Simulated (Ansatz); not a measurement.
**C₂H₄O₂ (singlet): the correlation ladder, STO-3G**

The task here is to estimate one member of a computed series from the others.

Computed with Ansatz 0.2.0, Gaussian basis. Level: STO-3G, core rule «outside noble gas», up to 4 orbitals frozen.

The runs, in order: UHF; CCSD(T) on RHF; CCSD(T) on UHF; BCCD(T) on RHF; CISD; CCSDT(Q) on RHF; CCSDT(Q) on UHF; CISDTQ; CCSDTQ on RHF; CCSDTQ on UHF; CASSCF and MRCISD+Q, 8 electrons in 8 orbitals; CASSCF and NEVPT2, 8 electrons in 8 orbitals.

20 further runs of the same task are left out: 2 that didn't finish, 18 set aside as unsound or not needed.

**The geometry**

The geometry is an MP2(full)/6-31G* stationary point (not a proven minimum).

8 atoms, charge 0, spin multiplicity 1.

Atoms are counted from 1 here; the program's logs count them from 0.

Bond lengths: C1–O2 1.214 Å, C1–O3 1.345 Å, C1–H4 1.097 Å, O3–C5 1.443 Å, C5–H6 1.087 Å, C5–H7 1.090 Å, C5–H8 1.090 Å. Angles: O2–C1–O3 125.7°, O2–C1–H4 125.1°, O3–C1–H4 109.1°, C1–O3–C5 114.0°, O3–C5–H6 105.1°, O3–C5–H7 110.3°, O3–C5–H8 110.3°, H6–C5–H7 110.9°, H6–C5–H8 110.9°, H7–C5–H8 109.3°.

Set-up of the first run:

File in.yaml:

```yaml
crystal:
  periodic: [false, false, false]
  atoms:
    - {symbol: C, position_ang: [-0.879518, -0.063269, 0.000000]}
    - {symbol: O, position_ang: [-0.659328, -1.257612, 0.000000]}
    - {symbol: O, position_ang: [0.051691, 0.907438, 0.000000]}
    - {symbol: H, position_ang: [-1.876669, 0.395195, 0.000000]}
    - {symbol: C, position_ang: [1.408590, 0.417884, 0.000000]}
    - {symbol: H, position_ang: [2.031825, 1.308761, 0.000000]}
    - {symbol: H, position_ang: [1.592812, -0.185575, 0.889397]}
    - {symbol: H, position_ang: [1.592812, -0.185575, -0.889397]}
basis:
  gaussian: {orbitals: STO-3G}
magnetization: {spin_polarized: true, initial_magnetization: 0}
hamiltonian: {xc: hf}
output: {orbitals: {seedname: orbitals}}
```

On the command line:

```bash
$ ansatz run in.yaml --threads 1 --pin off --events-out ev --progress --plain --max-ram 2560MiB --backend cpu
```

Steps of the session up to this table: UHF; CCSD(T) on RHF; CCSD(T) on UHF; BCCD(T) on RHF; CISD; CCSDT(Q) on RHF; CCSDT(Q) on UHF; CISDTQ; CCSDTQ on RHF; CCSDTQ on UHF; CASSCF and MRCISD+Q, 8 electrons in 8 orbitals; CASSCF and NEVPT2, 8 electrons in 8 orbitals.

One table of the session follows, with a row left open; its other results are not shown here.

| method | from RCCSDTQ (meV) |
| --- | --- |
| RHF | +7017.4 |
| UHF | +6979.7 |
| RMP2 | +1347.5 |
| CISD | +837.8 |
| RCCSD | +236.9 |
| RCCSD(T) | ? |
| BCCD(T) | +33.0 |
| RCCSDT | +7.6 |
| CISDTQ | +61.3 |
| RCCSDT(Q) | -0.4 |
| RCCSDTQ | 0 |
| CASSCF frontier | +3647.1 |
| MRCISD frontier | +303.4 |
| MRCISD+Q frontier | +61.8 |

**Question.** Estimate the row for RCCSD(T).

As computed: from RCCSDTQ (meV): +35.4. In the column «from RCCSDTQ (meV)» it lies between BCCD(T) (+33.0) and CISDTQ (+61.3).

Caveats from the session: Warnings in the runs' records: passed over end.
